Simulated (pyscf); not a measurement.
## Concerted two-bond exchange: `[CH3][CH]([CH3])[O][SiH3]` -> `[CH3][CH]([CH3])[SiH2][OH]`

Gas phase, singlet surface, charge 0. Bonds broken: C2–O4, Si5–H13. Bonds formed: C2–Si5, O4–H13. PySCF, gas phase, ωB97X-D3(BJ)/def2-SVP geometries.

Transition state (Å):

```xyz
15

C      0.4883    -0.7918     0.8708
C     -0.3188     0.5096     0.8513
C     -1.8107     0.3360     1.0482
O     -0.1943     2.1472    -0.6319
Si     0.0793     0.7302    -1.2896
H      0.2164    -1.3605     1.7798
H      1.5739    -0.6175     0.8931
H      0.2654    -1.4704     0.0230
H      0.1148     1.2400     1.5432
H     -2.2599    -0.2932     0.2602
H     -2.3246     1.3078     1.0387
H     -2.0274    -0.1578     2.0140
H      0.0116     2.1951    -2.2777
H     -0.9371    -0.2288    -1.8198
H      1.4395     0.1745    -1.5372
```

One imaginary mode, 1637i cm⁻¹; descent along it reached the two sides named.

```csv
bond,change,reactant side (Å),saddle,product side
C2–O4,breaks,1.422,2.213,2.9
Si5–H13,breaks,1.486,1.768,2.285
C2–Si5,forms,2.8,2.189,1.875
O4–H13,forms,2.521,1.659,0.962
```

Electronic energies relative to the reactant's lowest minimum found (eV):

| level | barrier | reaction energy | reverse barrier |
|---|---|---|---|
| ωB97X-D3(BJ)/def2-TZVP | 5.65 | -0.65 | 6.31 |
| PBE/def2-TZVP | 4.58 | -0.64 | 5.23 |
| r²SCAN/def2-TZVP | 4.94 | -0.62 | 5.56 |
| B3LYP-D3(BJ)/def2-TZVP | 5.17 | -0.59 | 5.76 |
| PBE0-D3(BJ)/def2-TZVP | 5.24 | -0.66 | 5.90 |
| M06-2X/def2-TZVP | 5.63 | -0.60 | 6.23 |
| ωB97M-D3(BJ)/def2-TZVP | 5.49 | -0.65 | 6.13 |
| HF/def2-TZVP | 6.94 | -0.49 | 7.43 |

With ωB97M-D3(BJ)/def2-TZVP energies and thermal terms (ideal gas, 1 atm, RRHO with modes under 100 cm⁻¹ raised to 100, one conformer, R ln 2 for rigid chiral ones), in eV:

```csv
T (K),ΔH‡,ΔG‡,ΔH,ΔG
298,5.30,5.29,-0.62,-0.64
600,5.31,5.29,-0.60,-0.67
900,5.31,5.27,-0.59,-0.72
1200,5.30,5.26,-0.59,-0.76
```

From the product side, H₃C–CH•–CH₃ + HO–SiH₂• lies, by one bond made or cut, 2.28 eV under this saddle at ωB97M-D3(BJ). The same reactants have a lower exit, to H₃C–CH•–CH₃ + •O–SiH₃ (no saddle counted: cutting one bond costs +4.28 eV at ωB97M-D3(BJ), against +5.49 eV here). H₃C–CH(CH₃)–O–SiH₃ lies 1.80 eV over its isomer H₃C–Si(CH₃)(CH₃)–OH, and others may lie lower still (electronic energy, ωB97M-D3(BJ)). H₃C–CH(CH₃)–SiH₂–OH lies 1.15 eV over its isomer H₃C–Si(CH₃)(CH₃)–OH, and others may lie lower still (electronic energy, ωB97M-D3(BJ)). One saddle was located; it need not be the lowest between these sides. A restricted solution here is unstable towards spin polarisation, so biradical character is likely and single-reference numbers are less safe.
